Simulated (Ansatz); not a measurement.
Worked example: a bond strength in SiH3F (SMILES F[SiH3])

SiH3F: 5 atoms, total charge 0, spin state singlet. As SMILES, `F[SiH3]`. Geometry: optimised at PBE0/def2-SVP.

```tsv
atom	x (Å)	y (Å)	z (Å)
F	-1.2947	0.1656	0.8716
Si	0.0435	-0.0194	-0.0309
H	-0.3641	-0.1939	-1.4524
H	0.7765	-1.2230	0.4498
H	0.8888	1.1971	0.1204
```

Wanted: the dissociation energy of the Si2–F1 bond into doublet SiH3 and doublet F (shapes relaxed at PBE0/def2-SVP, no zero-point term). 1 Eh = 2625.50 kJ/mol = 27.2114 eV. Totals in Eh; open shells run unrestricted unless said.

| level | program | SiH3F | doublet SiH3 | doublet F |
| --- | --- | --- | --- | --- |
| SVWN5/def2-TZVPP | Ansatz | -389.416195 | -290.036369 | -99.107405 |
| B3LYP/def2-TZVPP | Ansatz | -391.270126 | -291.263086 | -99.770147 |
| PBE0-D4/def2-TZVPP | Ansatz | -391.019758 | -291.110235 | -99.676173 |

Task: Work out the dissociation energy at each level.

Result: 
1. SVWN5/def2-TZVPP: (-290.036369) + (-99.107405) − (-389.416195) = 0.272421 Eh = 715.2 kJ/mol = 7.41 eV.
2. B3LYP/def2-TZVPP: (-291.263086) + (-99.770147) − (-391.270126) = 0.236893 Eh = 622.0 kJ/mol = 6.45 eV.
3. PBE0-D4/def2-TZVPP: (-291.110235) + (-99.676173) − (-391.019758) = 0.233350 Eh = 612.7 kJ/mol = 6.35 eV.

The levels span 613 to 715 kJ/mol; no measured value is set beside them. A bond enthalpy at 298 K also holds the loss of zero-point energy and thermal terms.
